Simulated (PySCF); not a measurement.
sulfur dioxide (O2S), SMILES O=S=O.

Coordinates come from a ωB97X-D3(BJ)/def2-TZVP optimisation.

All values below come from TDDFT-PBE/def2-TZVPD (PySCF 2.14.0).

Vertical excitations. Gas-phase values at a fixed geometry. State labels are in the subgroup C2v.

Q: Give excitation energies, oscillator strengths and character. (Estimate from the structure and the level; the computed values follow.)

A: 
```tsv
state	symmetry	energy (eV)	λ (nm)	f	main pairs
S1	B1	4.19	296	0.005	HOMO→LUMO 100 %
S2	A2	4.54	273	0.000	HOMO−1→LUMO 100 %
S3	B2	6.46	192	0.044	HOMO−2→LUMO 86 %
S4	A1	7.88	157	0.045	HOMO→LUMO+1 98 %
S5	B1	8.08	153	0.003	HOMO−4→LUMO 99 %
S6	A2	8.12	153	0.000	HOMO−3→LUMO 100 %
S7	A1	8.34	149	0.038	HOMO→LUMO+3 98 %
S8	B2	8.35	148	0.004	HOMO→LUMO+2 60 %, HOMO−1→LUMO+1 39 %
S9	B1	8.71	142	0.036	HOMO→LUMO+4 100 %
S10	B2	8.87	140	0.165	HOMO−1→LUMO+1 33 %, HOMO−1→LUMO+3 30 %, HOMO→LUMO+2 20 %, HOMO→LUMO+6 10 %
T1	B1	3.14	395	0	HOMO→LUMO 100 %
T2	A2	4.05	306	0	HOMO−1→LUMO 100 %
T3	B2	4.27	290	0	HOMO−2→LUMO 100 %
T4	A1	7.01	177	0	HOMO−5→LUMO 63 %, HOMO→LUMO+1 36 %
```
Triplets are in the Tamm–Dancoff approximation, which puts them higher than full response would, so one can lie above its singlet here.
